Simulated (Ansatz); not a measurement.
The input, for Ansatz 0.2.0:

```yaml
crystal:
  periodic: [false, false, false]
  atoms:
    - {symbol: Ge, position_ang: [0.001128, -0.048698, 1.220709]}
    - {symbol: As, position_ang: [0.000295, 0.047918, -1.210917]}
    - {symbol: H, position_ang: [-1.196298, 0.733213, 1.726681]}
    - {symbol: H, position_ang: [1.190039, 0.670397, 1.756484]}
    - {symbol: H, position_ang: [-0.096903, -1.455854, -1.447791]}
basis:
  gaussian: {orbitals: cc-pVDZ}
magnetization: {spin_polarized: true, initial_magnetization: 2}
hamiltonian: {xc: {name: PBE0}}
correlation: {method: ccsd_t, electrons: outside_noble_gas}
```

```sh
$ ansatz run in.yaml --threads 1 --pin off --events-out ev --progress --plain --max-ram 2393MiB
```

Log:

```
786 factors; integrals over basis functions are off by at most 1.3e-3 eV
mean field evaluation 1: about -117390.2216 eV, gradient 5.7e0 eV
mean field evaluation 2: about -117390.2482 eV, gradient 5.7e0 eV
mean field evaluation 4: about -117390.5446 eV, gradient 1.4e0 eV
mean field evaluation 8: about -117390.5613 eV, gradient 3.4e-2 eV
mean field evaluation 16: about -117390.5613 eV, gradient 1.1e-4 eV
mean field -117390.56134124 eV, -4314.0235591101 hartree, gradient 6.4e-6 eV, S^2 2.005625; 0 other end points of the search recorded, 0 dependent functions left out
28 core orbitals not correlated: weight in the atoms' cores, before any rotation towards them, 0.999 or more for the frozen orbitals, at most 0.000 for the correlated occupied ones
reference -117313.56201936 eV, -4311.1938862232 hartree; 7, 5 occupied and 34, 36 virtual orbitals, 786 factors
second order -4.89398411 eV of doubles, -0.22239823 eV of singles
cycle   1  -5.73488433 eV  change   -6.2e-1 eV  update   6.3e-2
cycle   2  -5.94420083 eV  change   -2.1e-1 eV  update   2.1e-2
cycle   3  -5.97778772 eV  change   -3.4e-2 eV  update   7.1e-3
cycle   4  -5.97838831 eV  change   -6.0e-4 eV  update   2.5e-3
cycle   5  -5.97835571 eV  change    3.3e-5 eV  update   9.5e-4
cycle   6  -5.97825888 eV  change    9.7e-5 eV  update   3.6e-4
cycle   7  -5.97835099 eV  change   -9.2e-5 eV  update   1.3e-4
cycle   8  -5.97837668 eV  change   -2.6e-5 eV  update   4.7e-5
cycle   9  -5.97836796 eV  change    8.7e-6 eV  update   1.9e-5
cycle  10  -5.97836864 eV  change   -6.8e-7 eV  update   8.6e-6
perturbative correction -0.16847942 eV, -0.0061915043 hartree
Total energy: -117319.70886742 eV, -4311.4197787227 hartree
```

Ran on 1 thread of Arm Neoverse V2, shared host: 5.5 s wall, 0.2 GiB peak host memory.
